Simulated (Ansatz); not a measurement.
## Worked example: AsH$_{4}$, doublet against AsH4⁻, triplet

Geometry (PBE0/def2-TZVPD stationary point of a triplet), kept for both states:

```json
{"atom": "As", "x (Å)": "0.0000", "y (Å)": "0.0000", "z (Å)": "0.0000"}
{"atom": "H", "x (Å)": "0.2704", "y (Å)": "0.9808", "z (Å)": "1.3228"}
{"atom": "H", "x (Å)": "-0.9575", "y (Å)": "-1.0699", "z (Å)": "0.8505"}
{"atom": "H", "x (Å)": "0.1570", "y (Å)": "1.2484", "z (Å)": "-1.0963"}
{"atom": "H", "x (Å)": "0.5302", "y (Å)": "-1.1593", "z (Å)": "-1.0770"}
```

Basis aug-cc-pVTZ; Ansatz 0.2.0. Correlated methods freeze the noble-gas cores and the filled d shells of p-block atoms. Prefix R: restricted or restricted open-shell reference; prefix U: unrestricted. No spin–orbit coupling is included, and no scalar relativity.

Full CI isn't at hand for all of this; UCCSDT(Q) serves as the reference, and is uncertain by the last step of the cluster series or more.

The highest occupied Kohn–Sham level of the anion is positive, up to +1.37 eV, so in those functionals the extra electron is held by the basis alone, which enters their differences from the reference.

```
    level  E(AsH4⁻, triplet) (hartree)  E(AsH4, doublet) (hartree)
      UHF                 -2236.402915                -2236.403175
     UMP2                 -2236.599209                -2236.583627
 UCCSD(T)                 -2236.640733                -2236.625659
      PBE                 -2237.850207                -2237.825702
     PBE0                 -2237.910986                -2237.889287
UCCSDT(Q)                 -2236.642602                -2236.627395
```

Q: Give the vertical gap, AsH4 doublet less AsH4⁻ triplet, at each level in eV (1 hartree = 27.2114 eV), and each error against UCCSDT(Q).

A: UCCSDT(Q): (-2236.627395 − (-2236.642602)) × 27.2114 = 0.414 eV (the reference)
PBE0: (-2237.889287 − (-2237.910986)) × 27.2114 = 0.590 eV, error 0.176 eV
PBE: (-2237.825702 − (-2237.850207)) × 27.2114 = 0.667 eV, error 0.253 eV
UCCSD(T): (-2236.625659 − (-2236.640733)) × 27.2114 = 0.410 eV, error -0.004 eV
UMP2: (-2236.583627 − (-2236.599209)) × 27.2114 = 0.424 eV, error 0.010 eV
UHF: (-2236.403175 − (-2236.402915)) × 27.2114 = -0.007 eV, error -0.421 eV

Total energies of functionals can't be set beside those of wave-function methods, since they hold the core's correlation and their own absolute errors; only the differences compare.

The reference still carries a basis error, for a change of charge of the order of 0.1 eV, so smaller errors of functionals can't be ranked.

Each level lands on the state that its own search finds. T1 diagnostics of restricted CCSD: 0.030 and 0.017.
